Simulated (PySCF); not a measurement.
**Computed properties of hydrogen isocyanide (CHN), SMILES [C-]#[NH+]**

hydrogen isocyanide (CHN), SMILES [C-]#[NH+]. Geometry optimised at B3LYP-D3(BJ)/def2-TZVPD. The values are those of a single conformer. All values are computed for the isolated molecule unless a solvent is named; none is compared with measurement here.

**Structure.** The optimised structure has C∞v symmetry. All 4 harmonic modes at B3LYP-D3(BJ)/def2-TZVPD (PySCF) are real, so it is a minimum.

**Vibrations.** The strongest infrared lines (harmonic, unscaled, degenerate partners summed) lie at 467 cm⁻¹ (260 km/mol, H 76 %, N 19 %), 3791 cm⁻¹ (255 km/mol, H 89 %, N 10 %), 2106 cm⁻¹ (72 km/mol, C 55 %, N 38 %). The softest mode is at 467 cm⁻¹ and the zero-point energy is 9.8 kcal/mol.

**Electronic structure.** B3LYP/def2-TZVPD (PySCF) places the frontier levels at -8.96 and 0.00 eV, a gap of 8.96 eV, and gives a dipole moment of 3.07 D and a mean polarisability of 18.3 bohr³. PBE/def2-TZVPD (PySCF) at the same geometry gives -7.57 and -0.86 eV, so its gap is 2.25 eV narrower. An orbital gap is neither the optical nor the fundamental gap.

**Excitations.** TDA-ωB97X/def2-TZVPD (PySCF) has S1 at 8.51 eV (146 nm, f = 0.236, bright); the most intense of the 10 singlets computed lies at 8.51 eV (f = 0.24). Strengths of degenerate partners are summed. T1 (TDA) is at 6.10 eV, 2.41 eV under S1. TDA-PBE/def2-TZVPD (PySCF) puts S1 at 7.38 eV. No vertical singlet excitation falls in the visible range (under 3.1 eV).

**NMR.** GIAO shifts at B3LYP/pcSseg-2 (PySCF) (non-relativistic, atoms alike by connectivity averaged): ¹³C at 180.8 ppm against TMS; ¹H at 3.8 ppm against TMS.

**Solvation.** SMD-B3LYP/def2-SVP (PySCF) gives -0.7 kcal/mol in water, -0.9 kcal/mol in n-hexane, -3.8 kcal/mol in dichloromethane (1 M in both phases, gas-phase geometry); of these solvents dichloromethane holds the molecule best.
